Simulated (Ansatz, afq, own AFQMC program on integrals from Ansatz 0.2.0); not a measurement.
**Si$_{2}$⁺, doublet: AFQMC among the cluster methods**

```xyz
2

Si    0.0000    0.0000    0.0000
Si    0.0000    0.0000    2.2861
```

Basis cc-pVQZ. Only valence electrons are correlated. Integrals, coupled cluster, full CI and functionals: Ansatz 0.2.0; the random walks run on the same integrals in our own AFQMC program. The CISD trial takes its coefficients from CCSD amplitudes. Released means that phaseless walkers are propagated on without the constraint, phases kept. ± is one standard error of the sampling.

Determinant: ROHF, the one that the program's search chose, which needn't be the lowest solution. The geometry is a PBE0/def2-TZVP stationary point of this or a neighbouring charge and spin state.

No full CI on the walks' own integrals is used here; CCSDT(Q) serves as the reference and is uncertain by about the last step of the cluster series.

Cautions: higher spins were not checked; a spin-contaminated unrestricted determinant lies lower (UHF 861 meV lower, ⟨S²⟩ 1.88); CCSDT(Q) on the UHF determinant differs (656 meV lower), perhaps since the unrestricted series falls towards higher spin.

The T1 diagnostic is 0.0197. The weight of the determinant in the CISD state is 0.851. The size of the correlated space is 7 electrons in 108 orbitals.

```tsv
level	correlation energy (eV)
MP2	-3.9831
CCSD	-4.8830
CCSD(T)	-5.1180
```

(1) Estimate where AFQMC with the constraint released lies against CCSD(T) on the same integrals.

(1) 5.6 ± 1.2 kJ/mol below CCSD(T).

Reference: CCSDT(Q), correlation energy -5.199 eV. The released energy is read at 2.40 1/Eh (meV from the phaseless value at times in 1/Eh: -13 ± 9 at 0.24, -22 ± 7 at 0.51, -32 ± 8 at 0.99, -48 ± 8 at 1.62, -35 ± 12 at 2.40).

| level | E − E(reference) (kJ/mol) | share of correlation (%) |
| --- | --- | --- |
| CCSD(T) | 7.8 | 98.44 |
| CCSDT | 2.1 | 99.58 |
| ph-AFQMC/CISD | 5.6 ± 0.7 | 98.88 |
| released AFQMC | 2.2 ± 1.2 | 99.56 |

A walk keeps the symmetry of its determinant, which the program's search chose and which needn't be the lowest solution, so a lower state of the same spin and another symmetry isn't excluded. Released energies are given only where the last usable release times agree within the noise; a slower fall can still hide under it.
